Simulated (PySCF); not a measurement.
N2, SMILES N#N (connectivity only; charge and spin as stated), charge +1, multiplicity 2.

Geometry: B3LYP-D3(BJ)/def2-TZVPD.

Two levels are set side by side: PBE/def2-TZVPD (PySCF) and r2SCAN/def2-TZVPD (PySCF). Same geometry, gas phase. Differences are taken from unrounded values.

```csv
quantity,r2SCAN
α-spin orbital gap (eV),10.14
β-spin orbital gap (eV),2.45
mean polarisability (bohr³),13.4
```

Q: What does PBE give, and how far is it from r2SCAN? (Estimate from the structure and the level; the computed values follow.)

A: 
```csv
quantity,PBE,PBE minus r2SCAN
α-spin orbital gap (eV),9.57,-0.57
β-spin orbital gap (eV),1.86,-0.59
mean polarisability (bohr³),12.0,-1.4
```

Rough cost on one machine, each run with all the roots and properties that it gave: r2SCAN against PBE about 3 times.
